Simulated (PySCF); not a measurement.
Isomers of C3H4N2, mass 68.037 u with the commonest isotopes. The calculation used PBE0-D3(BJ)/def2-SVP geometry optimisation, gas phase in PySCF 2.14.0. One conformer each, none proved a minimum here; rigid rotors.

Question: Order these by radius of gyration √(Σ m r²/M), smallest first.
A. `[H]/N=C(/C)C#N`
B. Z-3-amino-2-propenenitrile (`N#C/C=C\N`)
C. `C/N=C/C#N`

Answer: A (1.584 Å), B (1.612 Å), C (1.791 Å).

Question: Order these by rotational constant A, largest first.
A. Z-3-amino-2-propenenitrile (`C(/C=C\N)#N`)
B. `[H]/N=C(/C)C#N`
C. `C/N=C/C#N`

Answer: C (45609 MHz), A (12907 MHz), B (9866 MHz).

Question: Order these by rotational constant B, smallest first.
A. `N(/[H])=C(/C#N)C`
B. `N#C/C=C\N` (Z-3-amino-2-propenenitrile)
C. `C/N=C/C#N`

Answer: C (2422 MHz), B (3670 MHz), A (4173 MHz).

```
        SMILES  point group  Ia (u·Å²)  Ib (u·Å²)  Ic (u·Å²)      κ  μa (D)  μb (D)  μc (D)
[H]/N=C(/C)C#N           Cs      51.22     121.12     169.18  -0.66    1.70    0.61    0.00
     C/N=C/C#N           Cs      11.08     208.66     216.62  -1.00    4.01    1.97    0.00
     N#C/C=C\N            –      39.16     137.69     176.83  -0.84    5.33    0.23    0.17
```
